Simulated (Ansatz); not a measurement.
Pulling the pair apart

The pair of SiNH5 (SMILES [SiH3]N, atoms 1–7) and PH3 (SMILES P, atoms 8–11), both closed shells, in one local arrangement (a lower one may exist), relaxed at PBE0-D4/def2-TZVP:

```tsv
atom	x (Å)	y (Å)	z (Å)
Si1	-0.3072	-0.6206	-1.7540
N2	0.5607	0.6223	-0.9394
H3	-0.6401	-1.6741	-0.7603
H4	-1.5488	-0.0186	-2.3050
H5	0.4087	-1.2843	-2.8842
H6	0.7025	1.5092	-1.3960
H7	1.3603	0.3795	-0.3749
P8	0.3826	0.1525	2.3861
H9	-0.8010	-0.4809	1.9315
H10	-0.1853	1.4505	2.3377
H11	0.0674	-0.0356	3.7585
```

PH3 is shifted rigidly along the line between the mean atom positions of the two fragments (negative: closer). Counterpoise interaction energies in kJ/mol. Computed with Ansatz 0.2.0 (basis: def2-TZVPPD); correlated methods freeze the cores.

```
shift (Å)   MP2  PBE-D4  r2SCAN-D4
    -0.34  -2.8    -7.4       -4.4
    -0.17  -6.1    -9.8       -7.3
     0.00  -7.3   -10.4       -8.2
     0.17  -7.3   -10.0       -8.1
     0.40  -6.5    -8.7       -7.1
     0.84  -4.5    -5.9       -4.8
     1.68  -1.9    -2.5       -2.1
     3.36  -0.5    -0.5       -0.5
```

Question: What does CCSD(T) give at these shifts? (Judge from chemistry; the value comes from the calculation.)

Answer: Computed: -1.8, -5.4, -6.8, -7.0, -6.3, -4.4, -1.9, -0.5 kJ/mol. For zero shift, CCSD(T) at an estimated basis limit (MP2 extrapolated from triple and quadruple zeta, plus CCSD(T) − MP2 in triple zeta) gives -8.0 kJ/mol. These are counterpoise interaction energies, counted from the two frozen fragments.

T1 diagnostic: at most 0.012.

For scale, one of the runs: CCSD(T)/def2-TZVPPD, 269 basis functions, launched by `ansatz run in.yaml --threads 4 --pin off --events-out ev --progress --plain --max-ram 9574MiB`. Hardware: 4 CPU threads of an Arm Neoverse V1, shared host. Wall time 120 s; peak host memory 6.4 GiB.
